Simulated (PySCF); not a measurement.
## State search for NaS⁺

Unrestricted PBE0; PySCF, spin-free X2C with a Gaussian nucleus, basis sets Na jorge-DZP-DKH, S jorge-DZP-DKH. Outer shells of the fragments: Na+ closed shells only; S 3s2 3p4.

Followed along the bond (rough minima from three points):

| 2Ms+1 | unpaired | ⟨S²⟩ at the start | R at minimum (Å) | Te (eV) |
| --- | --- | --- | --- | --- |
| 3 | π ↑↑ | 2.00 | 2.90 | 0.00 |
| 1 | π ↑↓ | 1.01 | 2.90 | 0.44 |
| 3 | σ ↑, π ↑ | 2.00 | 3.25 | 0.50 |
| 1 | σ ↓, π ↑ | 1.01 | 3.24 | 0.92 |

Solutions found at the starting distance of 2.660 Å, counted from the lowest of them; the search is not exhaustive and high or unbound solutions are not listed, so other states can lie among these:

```csv
2Ms+1,unpaired,term,E (eV),⟨S²⟩,⟨Lz²⟩,μ (D)
3,π ↑↑,³Σ⁻,0.00,2.00,0.00,-5.87
1,π ↑↓,mixed,0.44,1.01,2.02,-5.87
3,"σ ↑, π ↑",³Π,0.56,2.00,1.01,-6.08
1,"σ ↓, π ↑",mixed,0.98,1.01,1.01,-6.07
1,none,mixed,1.88,0.00,2.00,-5.85
3,"σ ↑↑, π ↑↓",mixed,7.56,3.01,2.02,3.09
1,"σ ↓↓, π ↑↑",mixed,7.62,2.01,0.00,3.35
3,"σ ↑, π ↑",³Π,8.83,2.00,1.01,2.79
1,"σ ↓, π ↑",mixed,8.90,1.00,1.01,3.07
3,"σ ↑, π ↑↑↓",mixed,9.34,3.01,3.02,2.59
```

A term symbol is given only where ⟨S²⟩ and ⟨Lz²⟩ are close to those of a pure state; real π, δ and φ orbitals otherwise mix terms. A positive dipole points towards S; it is taken about the centre of mass and depends on that origin.

Counting both spins, an empty level lies below a filled one in some of these solutions, because spin and occupation are held.
